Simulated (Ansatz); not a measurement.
# Worked example: correlation energy of BH$_{2}$⁻, triplet

Geometry: a PBE0/def2-TZVPD stationary point for this spin, not checked as a minimum.

```yaml
atoms:
  - { symbol: B, position_ang: [0.0000, -0.0819, 0.0000] }
  - { symbol: H, position_ang: [0.0000, 0.4392, -1.0911] }
  - { symbol: H, position_ang: [0.0000, 0.4392, 1.0911] }
```

Basis 6-31++G** (Cartesian d functions); Ansatz 0.2.0. Only valence electrons are correlated (noble-gas cores frozen), which leaves 6 electrons in 30 orbitals. R marks a restricted (for open shells ROHF) determinant, U an unrestricted one.

Full CI is exact within this basis and frozen core; it isn't the basis-set limit. The frozen core follows each run's orbitals, which can shift R against U totals by a few meV.

Runs differ by some tens of microhartree through their thresholds and, for an open shell, their frozen cores, so steps under 0.1 kcal/mol mean nothing.

| level | total energy (hartree) |
| --- | --- |
| UHF | -25.737672 |
| UMP2 | -25.818622 |
| UCCSD | -25.836383 |
| UCCSD(T) | -25.838653 |
| UCCSDT | -25.839192 |
| UCCSDT(Q) | -25.839257 |
| full CI | -25.839247 |

**Question.** What is the correlation energy at full CI, and what share of it do UMP2 and UCCSD recover?

**Answer.** E(corr) = -25.839247 − (-25.737672) = -0.101575 hartree = -2.764 eV. UMP2: -0.080950 / -0.101575 = 79.69 %. UCCSD: -0.098711 / -0.101575 = 97.18 %.

**Question.** By how many kcal/mol does UCCSD(T) miss full CI (1 hartree = 627.509 kcal/mol), and which steps make up the rest?

**Answer.** -25.838653 − (-25.839247) = 0.000594 hartree = 0.37 kcal/mol. Steps: UCCSDT − UCCSD(T) = -0.34, UCCSDT(Q) − UCCSDT = -0.04, full CI − UCCSDT(Q) = 0.01 kcal/mol. That is within 1 kcal/mol of the reference in this basis, which itself misses far more of the correlation at the basis-set limit.
